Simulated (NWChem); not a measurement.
# Lowest excitation of acetylene (C₂H₂)

SMILES: C#C
```xyz
4

C      0.0000     0.0000    -0.6043
C      0.0000     0.0000     0.6043
H      0.0000     0.0000    -1.6792
H      0.0000     0.0000     1.6792
```
Charge 0, spin multiplicity 1.

Everything below was run with NWChem. The geometry was optimised at PBE0/def2-SVP, a minimum by its harmonic frequencies.

Basis set: aug-cc-pVDZ.

| method | lowest vertical singlet excitation energy (eV) | relative cost | difference from EOM-CCSD |
|---|---|---|---|
| EOM-CCSD | 7.26 | 30 | 0.00 |
| TD-PBE | 6.73 | under 3 | -0.53 |
| TD-B3LYP | 6.58 | under 3 | -0.68 |
| TD-PBE0 | 6.63 | under 3 | -0.63 |
| CIS | 6.27 | 1 | -0.99 |

The values span 0.99 eV, from CIS (lowest) to EOM-CCSD (highest). The cost column gives rough processor time relative to CIS; each entry includes its own SCF.

The correlated methods keep 2 core orbitals frozen. B3LYP has NWChem's definition, with VWN1-RPA local correlation. Differences from the coupled-cluster row are differences between methods, not errors against experiment.
